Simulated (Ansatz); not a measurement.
Species: CH3O, SMILES `[CH2]O` (H–C–O–H torsion 176°) (charge 0, multiplicity 2).

Question: Give a relaxed geometry from PBE0-D3(BJ)/def2-TZVP (Ansatz, a quantum-chemistry and plane-wave program).

Answer: This is not unique; one that fits is the end point of this relaxation, one of several conformers (outside a Z-matrix the atoms follow the SMILES, hydrogens last).
Cartesian coordinates (Å) in one orientation:
```xyz
5

C     -0.433    -0.080    -0.101
O      0.864    -0.393     0.142
H     -1.132    -0.843     0.208
H     -0.724     0.963    -0.157
H      1.424     0.352    -0.091
```
